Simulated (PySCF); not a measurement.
How the method changes the constants of SiC

State: ³Π (triplet), unpaired electrons σ ↑, π ↑. Set-up: basis Si cc-pV(D+d)Z, C cc-pVDZ; no relativity; PySCF 2.14. De refers to Si + C in their high-spin ground configurations, without counterpoise correction. The functionals are run spin-unrestricted. A positive dipole means Si(−)C(+).

```json
{"Level": "ROHF", "Re (Å)": "1.683", "ωe (cm⁻¹)": "1106", "De (eV)": "2.18", "μ (D)": "-1.23", "CPU s a point (SCF and correlation, without the integrals)": "0.041"}
{"Level": "ROHF-MP2", "Re (Å)": "1.733", "ωe (cm⁻¹)": "986", "De (eV)": "3.79", "μ (D)": "n/a", "CPU s a point (SCF and correlation, without the integrals)": "0.067"}
{"Level": "ROHF-SCS-MP2", "Re (Å)": "1.732", "ωe (cm⁻¹)": "985", "De (eV)": "3.60", "μ (D)": "n/a", "CPU s a point (SCF and correlation, without the integrals)": "n/a"}
{"Level": "ROHF-CCSD", "Re (Å)": "1.736", "ωe (cm⁻¹)": "963", "De (eV)": "3.57", "μ (D)": "n/a", "CPU s a point (SCF and correlation, without the integrals)": "n/a"}
{"Level": "ROHF-CCSD(T)", "Re (Å)": "1.747", "ωe (cm⁻¹)": "935", "De (eV)": "3.80", "μ (D)": "n/a", "CPU s a point (SCF and correlation, without the integrals)": "0.73"}
{"Level": "PBE", "Re (Å)": "1.738", "ωe (cm⁻¹)": "949", "De (eV)": "4.72", "μ (D)": "-1.49", "CPU s a point (SCF and correlation, without the integrals)": "0.4"}
{"Level": "r²SCAN", "Re (Å)": "1.726", "ωe (cm⁻¹)": "969", "De (eV)": "4.41", "μ (D)": "-1.28", "CPU s a point (SCF and correlation, without the integrals)": "0.62"}
{"Level": "B3LYP", "Re (Å)": "1.723", "ωe (cm⁻¹)": "972", "De (eV)": "4.23", "μ (D)": "-1.53", "CPU s a point (SCF and correlation, without the integrals)": "0.46"}
{"Level": "PBE0", "Re (Å)": "1.719", "ωe (cm⁻¹)": "987", "De (eV)": "4.31", "μ (D)": "-1.42", "CPU s a point (SCF and correlation, without the integrals)": "0.57"}
{"Level": "HSE06", "Re (Å)": "1.719", "ωe (cm⁻¹)": "983", "De (eV)": "4.29", "μ (D)": "-1.42", "CPU s a point (SCF and correlation, without the integrals)": "0.58"}
{"Level": "MN15", "Re (Å)": "1.710", "ωe (cm⁻¹)": "1006", "De (eV)": "4.35", "μ (D)": "-1.27", "CPU s a point (SCF and correlation, without the integrals)": "0.66"}
{"Level": "M06-2X", "Re (Å)": "1.712", "ωe (cm⁻¹)": "999", "De (eV)": "4.43", "μ (D)": "-1.43", "CPU s a point (SCF and correlation, without the integrals)": "0.66"}
```

(1) Which functional lies closest to ROHF-CCSD(T) in De, which farthest, and by how much do they differ from it?

(2) What does the step from GGA to meta-GGA do here, going from PBE to r²SCAN?

(3) What does second-order correlation do here, going from ROHF to ROHF-MP2?

Correlated steps freeze 6 core orbitals. Correlated levels converge slowly with the basis: in double zeta they bind strong bonds too weakly, by up to about 1 eV, and carry superposition errors of some tenths. The CCSD T1 diagnostic is raised, a sign that a single reference may not be enough here. UHF is strongly spin-contaminated for SiC, so the ROHF reference used there is far from stable. The state was picked by a PBE0 search and need not be the measured ground state.

The whole job (state search and all levels along the bond) took about 1.3 min on 1 thread of Arm Neoverse V2 (shared host), peak memory 0.43 GiB.

## Answers

(1) Closest is B3LYP (-2.4 pm in Re, +4.0 % in ωe, +0.43 eV in De against ROHF-CCSD(T) in the same basis), farthest PBE (-0.9 pm in Re, +1.5 % in ωe, +0.92 eV in De). CCSD(T) converges more slowly with the basis than the functionals do and binds too weakly in this one, so the order can change at the basis-set limit.

(2) r²SCAN less PBE: -1.2 pm in Re, +2.1 % in ωe, -0.31 eV in De. 

(3) ROHF-MP2 less ROHF: +5.0 pm in Re, -10.8 % in ωe, +1.61 eV in De. Correlation nearly always deepens the well. The bond lengthens, as in strong covalent bonds, where excitations into antibonding orbitals dominate.
